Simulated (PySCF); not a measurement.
# Working out the ionisation energy of C

C [He] 2s2 2p2 (3P) → C⁺ [He] 2s2 2p1 (2P). Calculation: PySCF 2.14, in ANO-RCC-VTZP (4s3p2d1f, 30 functions); scalar relativity by spin-free X2C-1e. Frozen: nothing. Energies in hartree (1 hartree = 27.21139 eV):

```
             part   C (lower)  C⁺ (upper)
              UHF  -37.708463  -37.311598
MP2 opposite-spin   -0.060158   -0.052751
    MP2 same-spin   -0.014340   -0.004626
```

**Question.** What does Hartree-Fock give?

**Answer.** (-37.311598) − (-37.708463) = 0.396865 hartree = 10.799 eV.

**Question.** What do MP2 and SCS-MP2 (6/5 opposite-spin, 1/3 same-spin) give?

**Answer.** The opposite-spin parts differ by 0.202 eV and the same-spin parts by 0.264 eV. MP2: 10.799 + (0.202) + (0.264) = 11.265 eV. SCS-MP2: 10.799 + 1.2 × (0.202) + (0.264)/3 = 11.129 eV.

Measured between the centres of the two terms (NIST): 11.262 eV, so MP2 (valence and next inner shell) is off by 0.003 eV.

What remains against the reference includes basis incompleteness and correlation beyond second order.
